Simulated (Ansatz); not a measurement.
**Isomers**

Structures of C₂H₃S (charge +1), closed shell, relaxed at PBE0-D4/def2-TZVP (vibrations not checked; lower isomers may exist, and structures with a doubtful reference or unclear bonds are left out). Computed with Ansatz 0.2.0 (basis: def2-TZVPP); correlated methods freeze the cores. B3LYP uses VWN-RPA correlation.

Question: Rank them by CCSD(T) energy, lowest first, and give each one's height above the lowest. Links in brackets join atoms within 1.22 times the sum of their covalent radii (1.1 for two metals). (Judge from chemistry; the value comes from the calculation.)
A.
C₂H₃S ([CH]1[CH][SH]1), total charge +1
```
6
angstrom
C 0.2512 0.4800 0.0843
C -0.6048 0.1485 -0.7990
S 0.8425 -0.9327 -0.8775
H 0.4358 -1.9687 -0.0937
H 0.6560 1.0799 0.8859
H -1.5225 0.2376 -1.3613
```
B.
C₂H₃S ([CH3][C][S]), total charge +1
```
6
angstrom
C -0.2723 0.4031 -0.2223
C 0.4478 -0.6629 0.3656
S 1.2039 -1.7824 0.9832
H 0.1006 0.5826 -1.2396
H -1.3393 0.1470 -0.2660
H -0.1407 1.3125 0.3791
```
C.
C₂H₃S ([CH2][C][SH]), total charge +1
```
6
angstrom
C -0.7317 0.2772 -0.6982
C 0.0448 0.0381 0.2924
S 0.9021 -0.1748 1.6140
H -1.5336 -0.4163 -0.9576
H -0.5962 1.1715 -1.3090
H 1.9146 -0.8956 1.0584
```

Answer: By the calculation: B (0.000 eV), C (1.174 eV), A (1.594 eV). Heights count from the lowest.

Question: Do PBE-D4, r2SCAN-D4, PBE0-D4, B3LYP-D4, wB97M-V, HF, MP2 give the same order? (Judge from chemistry; the calculation decides.)

Answer: Computed: All do.

The T1 diagnostic stays at or below 0.021. The restricted Hartree–Fock reference is unstable towards an unrestricted one at one or more of these structures.

For scale, one of the runs: CCSD(T)/def2-TZVPP, 146 basis functions, launched by `ansatz run in.yaml --threads 2 --pin off --events-out ev --progress --plain --max-ram 4352MiB`. Hardware: 2 CPU threads of an Intel Xeon Platinum 8375C, shared host. Wall time 13 s; peak host memory 0.86 GiB.
